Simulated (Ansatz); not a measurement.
Relaxation of CH7BO (10 atoms, charge 0, multiplicity 1), to a largest force component of 0.03 eV/Å in at most 50 steps.

These are results of RKS PBE0/def2-SVP (Ansatz 0.2.0), not measurements.

```xyz
10
Properties=species:S:1:pos:R:3
B 0.031 -0.189 0.134
O 0.092 -0.416 1.497
H -0.786 -0.532 1.878
C 1.361 -0.084 -0.687
H 1.593 -1.091 -1.083
H 1.263 0.575 -1.563
H 2.217 0.240 -0.078
H -1.062 -0.167 -0.401
H -0.054 2.178 0.508
H 0.030 1.767 1.090
```

Where does it end, and by what steps?

It converged. The force dipped under the threshold on the way, but the program's further checks kept it going. After 38 steps the energy has fallen by 0.247 eV; H9 moved furthest, 1.97 Å.

| step | energy less start (eV) | largest force component (eV/Å) | accepted |
| --- | --- | --- | --- |
| 0 | 0.0000 | 1.373 | yes |
| 2 | -0.1766 | 0.303 | yes |
| 4 | -0.2067 | 0.069 | yes |
| 6 | -0.2107 | 0.146 | yes |
| 8 | -0.2156 | 0.198 | yes |
| 10 | -0.2136 | 0.561 | no |
| 12 | -0.2237 | 0.018 | yes |
| 14 | -0.2252 | 0.072 | yes |
| 16 | -0.2260 | 0.352 | no |
| 18 | -0.2291 | 0.042 | yes |
| 20 | -0.2317 | 0.164 | yes |
| 22 | -0.2354 | 0.132 | yes |
| 24 | -0.2368 | 0.107 | yes |
| 26 | -0.2392 | 0.198 | yes |
| 28 | -0.2422 | 0.050 | yes |
| 30 | -0.2376 | 0.193 | no |
| 32 | -0.2437 | 0.064 | yes |
| 34 | -0.2450 | 0.060 | yes |
| 36 | -0.2462 | 0.065 | yes |
| 38 | -0.2467 | 0.021 | yes |

```xyz
10
Properties=species:S:1:pos:R:3
B 0.097 -0.640 -0.099
O -0.228 0.270 0.852
H -1.066 0.078 1.284
C 1.425 -0.476 -0.909
H 2.034 -1.392 -0.831
H 1.193 -0.366 -1.983
H 2.029 0.386 -0.587
H -0.667 -1.567 -0.306
H -0.111 3.335 2.100
H -0.020 2.652 1.773
```

Time of the run: 67 s on 1 thread of AMD EPYC 7B13 (Zen 3), on a shared host, peak memory 0.14 GiB.
